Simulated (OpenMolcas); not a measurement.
# doublet CH3Al+: levels of theory compared

Wanted: a comparison of 5 runs (UB3LYP/6-31G*, U-r2SCAN/cc-pVTZ, UB3LYP/cc-pVTZ, UM06-2X/cc-pVTZ, ROMP2/cc-pVTZ) of doublet CH3Al+. 

The results are computed with OpenMolcas 26.06.

## 1. The structure to begin with

The species is CH3Al+ (5 atoms), meant as a doublet with charge +1. As SMILES of the parent species, `C[Al]`. The coordinates come from a PBE0-D4/def2-TZVP relaxation. That shape belongs to the parent species and isn't relaxed for this state.

Bond lengths: C1–Al2 1.988 Å, C1–H3 1.098 Å, C1–H4 1.098 Å, C1–H5 1.098 Å. Angles: Al2–C1–H3 111.8°, Al2–C1–H4 111.8°, Al2–C1–H5 111.8°, H3–C1–H4 107.1°, H3–C1–H5 107.1°, H4–C1–H5 107.1°.

## 2. The energy at UB3LYP/6-31G(d) (Cartesian functions) (run 1)

job.input

```
* CH3Al Kohn-Sham DFT

&GATEWAY
 BasLib = $CurrDir
 BasisSet
 C.6-31Gs....
 C1 -0.131220 -0.057510 0.054000 angstrom
 End of Basis
 BasisSet
 Al.6-31Gs....
 Al2 1.572690 0.689240 -0.647230 angstrom
 End of Basis
 BasisSet
 H.6-31Gs....
 H3 -0.230740 -1.127460 -0.171770 angstrom
 H4 -0.205100 0.049890 1.144270 angstrom
 H5 -1.005630 0.445840 -0.379270 angstrom
 End of Basis

&SEWARD
 GridInput
 Grid=UltraFine
 End of Grid

&SCF
 UHF
 Charge = 1
 Spin = 2
 KSDFT = B3LYP
 Thresholds = 1e-10 1e-07 1e-07 1e-05
 PrOrbitals = 1 2
```

The basis set 6-31G* is read from a file made from the Basis Set Exchange's data (not shown).

Started as:

```
$ export MOLCAS_MEM=1860
$ pymolcas job.input > job.log
```

What it wrote:

```text
--- Start Module: gateway ---
[...]
--- Stop Module: gateway /rc=_RC_ALL_IS_WELL_ ---
--- Start Module: seward ---
[...]
      Basis functions           40
--- Stop Module: seward /rc=_RC_ALL_IS_WELL_ ---
[...]
--- Start Module: scf ---
[...]
       Convergence after  15 Iterations
[...]
::    Total KS-DFT energy                            -282.0315518682
[...]
      Total spin, S                                     0.5031915814
[...]
      Total electronic charge=   21.000000
      Total            charge=    1.000000
[...]
      Dipole Moment (debye):
      Origin of the operator (angstrom)=    0.9381    0.4111   -0.3861
                   X=  1.2777E+00               Y=  5.5998E-01               Z= -5.2583E-01           Total=  1.4909E+00
      Center of Charge (angstrom)
[...]
--- Stop Module: scf /rc=_RC_ALL_IS_WELL_ ---
[...]
```

Run time: 26 s. Hardware: 1 thread of AMD EPYC (Zen 3), shared host; peak memory 0.38 GiB.

## 3. The energy at U-r2SCAN/cc-pVTZ (run 2)

calc.inp

```
* CH3Al Kohn-Sham DFT

&GATEWAY
  BasLib
  $CurrDir
  Coord
  5
  angstrom
  C       -0.131220      -0.057510       0.054000
  Al       1.572690       0.689240      -0.647230
  H       -0.230740      -1.127460      -0.171770
  H       -0.205100       0.049890       1.144270
  H       -1.005630       0.445840      -0.379270
  Basis
  cc-pVTZ
  Group
  NoSym

&SEWARD
  GridInput
  Grid=UltraFine
  End of Grid

&SCF
  UHF
  Charge
  1
  Spin
  2
  KSDFT
  2
  1.0 MGGA_X_R2SCAN
  1.0 MGGA_C_R2SCAN
  Thresholds
  1e-10 1e-07 1e-07 1e-05
  PrOrbitals
  1 2
```

The basis set cc-pVTZ is read from a file made from the Basis Set Exchange's data (not shown).

Started as:

```
$ export MOLCAS_MEM=1860
$ pymolcas calc.inp > calc.log
```

What it wrote:

```text
--- Start Module: gateway ---
[...]
--- Stop Module: gateway /rc=_RC_ALL_IS_WELL_ ---
--- Start Module: seward ---
[...]
      Basis functions          106
--- Stop Module: seward /rc=_RC_ALL_IS_WELL_ ---
[...]
--- Start Module: scf ---
[...]
       Convergence after  19 Iterations
[...]
::    Total KS-DFT energy                            -281.9901519835
[...]
      Total spin, S                                     0.5052200022
[...]
      Total electronic charge=   21.000000
      Total            charge=    1.000000
[...]
      Dipole Moment (debye):
      Origin of the operator (angstrom)=    0.9381    0.4111   -0.3861
                   X=  1.3596E+00               Y=  5.9586E-01               Z= -5.5955E-01           Total=  1.5864E+00
      Center of Charge (angstrom)
[...]
--- Stop Module: scf /rc=_RC_ALL_IS_WELL_ ---
[...]
```

It took 2.5 min on 1 thread of AMD EPYC (Zen 3), shared host; peak memory 0.61 GiB.

Runs 3 to 4 aren't shown in full; the table further down has their settings and results.

## 4. A single-point energy at ROMP2/cc-pVTZ (run 5)

struct.xyz

```xyz
5

C     -0.131220    -0.057510     0.054000
Al     1.572690     0.689240    -0.647230
H     -0.230740    -1.127460    -0.171770
H     -0.205100     0.049890     1.144270
H     -1.005630     0.445840    -0.379270
```

test.input

```
* CH3Al ROMP2
&gateway
baslib = $CurrDir
coord = struct.xyz
basis = cc-pVTZ
group = NoSym
&seward
&scf
uhf
charge = 1
spin = 2
thresholds = 1e-10 1e-07 1e-07 1e-05
prorbitals = 1 1
&rasscf
fileorb = $Project.UnaOrb
spin = 2
nactel = 1 0 0
inactive = 10
ras2 = 1
outorbitals = Canonical
orblisting = Nothing
&caspt2
ipea = 0.0
frozen = 6
```

The basis set cc-pVTZ is read from a file made from the Basis Set Exchange's data (not shown).

Started as:

```
$ export MOLCAS_MEM=1860
$ pymolcas test.input > test.log
```

What it wrote:

```text
--- Start Module: gateway ---
[...]
--- Stop Module: gateway /rc=_RC_ALL_IS_WELL_ ---
[...]
      Basis functions          106
[...]
       Convergence after  19 Iterations
[...]
::    Total SCF energy                               -281.2759882296
[...]
      Total spin, S                                     0.5160660977
[...]
--- Start Module: rasscf ---
[...]
      Number of active orbitals                  1
[...]
      Spin quantum number                      0.5
[...]
      Active orbitals                            1
[...]
      Number of CSFs                             1
[...]
      Number of root(s) required                 1
[...]
      Convergence after 11 iterations
[...]
      printout of CI-coefficients larger than  0.05 for root  1
      energy=    -281.270913
      conf/sym  1     Coeff  Weight
             1  u   1.00000 1.00000
      Natural orbitals and occupation numbers for root  1
      sym 1:   1.000000
      ************************************************************************************************************************
      *                                                    Final results                                                     *
[...]
::    RASSCF root number  1 Total energy:   -281.27091286
[...]
      Total electronic charge=   21.000000
      Total            charge=    1.000000
[...]
      Dipole Moment (debye):
      Origin of the operator (angstrom)=    0.9381    0.4111   -0.3861
                   X=  1.9049E+00               Y=  8.3485E-01               Z= -7.8395E-01           Total=  2.2227E+00
      Center of Charge (angstrom)
[...]
--- Stop Module: rasscf /rc=_RC_ALL_IS_WELL_ ---
[...]
--- Start Module: caspt2 ---
[...]
 ###    WARNING: User changed nr of frozen orbitals.                         ###
 ###############################################################################
[...]
      E2 (Variational):          -0.2167657248
      Total energy:            -281.4876785842
[...]
      Reference weight:           0.92134
[...]
::    CASPT2 Root  1     Total energy:   -281.48767858
[...]
--- Stop Module: caspt2 /rc=_RC_ALL_IS_WELL_ ---
[...]
```

Wall time 62 s (1 thread of AMD EPYC (Zen 3), shared host); peak memory 0.61 GiB.

## 5. Overview of the runs

| run | level | Cartesian functions | integration grid | energy (Eh) | HOMO energy (eV) | LUMO energy (eV) | ⟨S²⟩ | wall time |
| --- | --- | --- | --- | --- | --- | --- | --- | --- |
| 1 | UB3LYP/6-31G* (Cartesian functions) | yes | UltraFine | -282.031552 | -12.94 | -10.10 | 0.756 | 26 s |
| 2 | U-r2SCAN/cc-pVTZ | no | UltraFine | -281.990152 | -12.43 | -10.11 | 0.760 | 2.5 min |
| 3 | UB3LYP/cc-pVTZ | no | UltraFine | -282.070804 | -12.95 | -10.13 | 0.757 | 1.8 min |
| 4 | UM06-2X/cc-pVTZ | no | UltraFine | -282.005814 | -14.11 | -9.26 | 0.758 | 2.5 min |
| 5 | ROMP2/cc-pVTZ | no | – | -281.487679 | – | – | – | 62 s |

## 6. Results

```
           quantity          value
run 5: total energy  -281.48768 Eh
```

**Reading.** Totals of different functionals can't be ranked against each other. All runs together took 8.3 min, the longest 2.5 min.
